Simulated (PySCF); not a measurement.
# Atomic charges against the basis set

CH3NO.
Numbering: `[NH2:1][CH:2]=[O:3]` (hydrogens: H4, H5 on N1; H6 on C2)

PBE0 throughout (PySCF), one geometry, spherical d and f functions. Geometry: PBE0-D3(BJ)/def2-SVP; no solvent, vibrations or thermal averaging. Atoms taken as equivalent share a column and are averaged.

Mulliken charges (e):

| basis | functions | N1 | C2 | O3 | H4/H5 | H6 |
| --- | --- | --- | --- | --- | --- | --- |
| STO-3G | 18 | -0.408 | +0.159 | -0.241 | +0.218 | +0.053 |
| 6-31G | 33 | -0.754 | +0.348 | -0.434 | +0.354 | +0.132 |
| 6-31G* | 48 | -0.764 | +0.348 | -0.440 | +0.367 | +0.122 |
| def2-SVP | 57 | -0.179 | +0.171 | -0.282 | +0.143 | +0.004 |
| 6-311+G(2d,p) | 99 | -0.334 | +0.216 | -0.455 | +0.238 | +0.096 |
| def2-TZVP | 111 | -0.411 | +0.187 | -0.342 | +0.251 | +0.064 |

IAO charges (e):

```
        basis  functions      N1      C2      O3   H4/H5      H6
       STO-3G         18  -0.409  +0.118  -0.260  +0.233  +0.087
        6-31G         33  -0.506  +0.271  -0.446  +0.287  +0.108
       6-31G*         48  -0.509  +0.323  -0.468  +0.281  +0.092
     def2-SVP         57  -0.493  +0.316  -0.463  +0.276  +0.086
6-311+G(2d,p)         99  -0.525  +0.329  -0.487  +0.291  +0.101
    def2-TZVP        111  -0.524  +0.331  -0.485  +0.290  +0.098
```

Hirshfeld charges (e):

| basis | functions | N1 | C2 | O3 | H4/H5 | H6 |
| --- | --- | --- | --- | --- | --- | --- |
| STO-3G | 18 | -0.173 | +0.126 | -0.207 | +0.124 | +0.005 |
| 6-31G | 33 | -0.165 | +0.135 | -0.294 | +0.142 | +0.041 |
| 6-31G* | 48 | -0.162 | +0.131 | -0.294 | +0.142 | +0.041 |
| def2-SVP | 57 | -0.165 | +0.131 | -0.290 | +0.144 | +0.037 |
| 6-311+G(2d,p) | 99 | -0.171 | +0.127 | -0.296 | +0.145 | +0.049 |
| def2-TZVP | 111 | -0.173 | +0.129 | -0.294 | +0.146 | +0.046 |

Problem. Which scheme is steadiest as the basis changes?

Solution. Largest range over the bases for any column: Hirshfeld 0.09 e, IAO 0.23 e, Mulliken 0.59 e. Hirshfeld charges move least and Mulliken charges most, counted in e. Without the minimal STO-3G basis the ranges are Hirshfeld 0.01, IAO 0.06, Mulliken 0.59 e.

Problem. How much do the charges still move between the two largest bases, 6-311+G(2d,p) and def2-TZVP?

Solution. At most, over all atoms: Mulliken 0.113 e, IAO 0.003 e, Hirshfeld 0.003 e.

Problem. What do the same runs give for the total energy, the frontier levels and the dipole moment?

Solution. 
| basis | energy (Eh) | HOMO (eV) | LUMO (eV) | μ (D) |
| --- | --- | --- | --- | --- |
| STO-3G | -167.4331 | -3.92 | 4.36 | 2.87 |
| 6-31G | -169.6435 | -7.31 | 0.90 | 4.07 |
| 6-31G* | -169.6961 | -7.23 | 1.17 | 3.85 |
| def2-SVP | -169.5797 | -7.33 | 1.01 | 3.88 |
| 6-311+G(2d,p) | -169.7624 | -7.68 | 0.14 | 4.02 |
| def2-TZVP | -169.7769 | -7.60 | 0.61 | 3.97 |

The dipole is fixed by the density alone, so its range of 1.20 D shows that the density itself changes with the basis, not only its division among atoms.
